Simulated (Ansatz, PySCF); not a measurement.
Gas-phase enthalpy of formation at 298 K, by the atomisation route, of N#[N+][O-] (N2O) (SMILES; N2O, nitrous oxide). Each molecule is optimised on its own at B3LYP-D3(BJ)/def2-TZVP (Ansatz, a program for electronic structure). Valence correlation only, unless marked. UHF or UKS for open shells. No spin-orbit coupling. No relativistic terms. CBS marks a two-point X^-3 extrapolation of the correlation energy; Hartree-Fock from the larger set. Thermal terms are rigid-rotor harmonic-oscillator values from B3LYP-D3(BJ) frequencies (PySCF) at 298.15 K and 1 atm. 1 Eh = 627.5095 kcal/mol.

```csv
species,count,"E, CCSD(T)/CBS(aug-cc-pVTZ,aug-cc-pVQZ) (Ansatz) (Eh)","E, PBE/def2-TZVPD (Ansatz) (Eh)",measured ΔHf at 0 K (kcal/mol),H(298) - H(0) of the element (kcal/mol)
N#[N+][O-] (N2O),1,-184.49198,-184.56980,-,-
N atom,2,-54.52984,-54.53224,112.53,1.04
O atom,1,-75.00379,-75.01069,58.99,1.04
```

Molecule: zero-point energy 7.03, H(298) - H(0) 2.27 kcal/mol. The route leaves out scalar relativity and anharmonic zero-point terms, the atoms' spin-orbit terms, and in the frozen-core level the core correlation. Atomic data: G2/97 table in ASE.

**Question.** Work out De, D0 and ΔHf at 0 and 298 K at both levels, and their errors against the measured value.

**Answer.** 
The atoms' values sum to 284.05 (0 K) and 3.12 (thermal), in kcal/mol.
- CCSD(T)/CBS(aug-cc-pVTZ,aug-cc-pVQZ): De = 268.89; D0 = 268.89 - 7.03 = 261.86; ΔHf(0 K) = 284.05 - 261.86 = 22.19; ΔHf(298 K) = 22.19 + 2.27 - 3.12 = 21.34; error +1.6.
- PBE/def2-TZVPD: De = 310.39; D0 = 310.39 - 7.03 = 303.36; ΔHf(0 K) = 284.05 - 303.36 = -19.31; ΔHf(298 K) = -19.31 + 2.27 - 3.12 = -20.16; error -39.9.
Measured: 19.7 kcal/mol (Active Thermochemical Tables 1.112 (ions: stationary electron), as tabulated in the package chemicals).
